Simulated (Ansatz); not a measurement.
A CCSD(T) single point on `N=C=O`.

```yaml
crystal:
  periodic: [false, false, false]
  atoms:
    - {symbol: N, position_ang: [0.505030, -0.390765, -0.422590]}
    - {symbol: C, position_ang: [-0.462255, 0.160752, 0.046404]}
    - {symbol: O, position_ang: [-1.461805, 0.645235, 0.383364]}
    - {symbol: H, position_ang: [1.419030, -0.415222, -0.007178]}
basis:
  gaussian: {orbitals: def2-SVP}
correlation: {method: ccsd_t}
```

```sh
$ ansatz run in.yaml --threads 2 --pin off --events-out ev --progress --plain
```

The program prints (abridged):

```
Functional definition: HF
467 factors; integrals over basis functions are off by at most 9.4e-4 eV
mean field evaluation 1: about -4559.4087 eV, gradient 3.4e1 eV
mean field evaluation 2: about -4559.4135 eV, gradient 3.4e1 eV
mean field evaluation 4: about -4561.4887 eV, gradient 2.6e0 eV
mean field evaluation 8: about -4561.5104 eV, gradient 1.6e-1 eV
mean field evaluation 16: about -4561.4995 eV, gradient 1.1e0 eV
mean field -4561.51067717 eV, -167.6324254830 hartree, gradient 1.5e-6 eV, S^2 0.000000; 0 other end points of the search recorded, 0 dependent functions left out
3 core orbitals not correlated: weight in the atoms' cores, before any rotation towards them, 1.000 or more for the frozen orbitals, at most 0.000 for the correlated occupied ones
reference -4561.51067717 eV, -167.6324254830 hartree; 8, 8 occupied and 36, 36 virtual orbitals, 467 factors
second order -12.67601367 eV of doubles, -0.00000000 eV of singles
cycle   1  -12.27342540 eV  change    4.0e-1 eV  update   1.1e-1
cycle   2  -12.68507747 eV  change   -4.1e-1 eV  update   3.6e-2
cycle   3  -12.78748876 eV  change   -1.0e-1 eV  update   1.6e-2
cycle   4  -12.77943530 eV  change    8.1e-3 eV  update   3.3e-3
cycle   5  -12.77755544 eV  change    1.9e-3 eV  update   1.2e-3
cycle   6  -12.77805546 eV  change   -5.0e-4 eV  update   4.8e-4
cycle   7  -12.77781571 eV  change    2.4e-4 eV  update   1.6e-4
cycle   8  -12.77779987 eV  change    1.6e-5 eV  update   6.4e-5
cycle   9  -12.77782111 eV  change   -2.1e-5 eV  update   2.2e-5
cycle  10  -12.77781173 eV  change    9.4e-6 eV  update   8.1e-6
perturbative correction -0.50705755 eV, -0.0186340213 hartree
Total energy: -4574.79554645 eV, -168.1206354242 hartree
```

Hardware: 2 threads of a server CPU on a shared host. Wall time 0.55 s, peak host memory 0.11 GiB.

The correlation energy is -13.285 eV, 3.8 % of it from (T); the T1 diagnostic reads 0.0189.
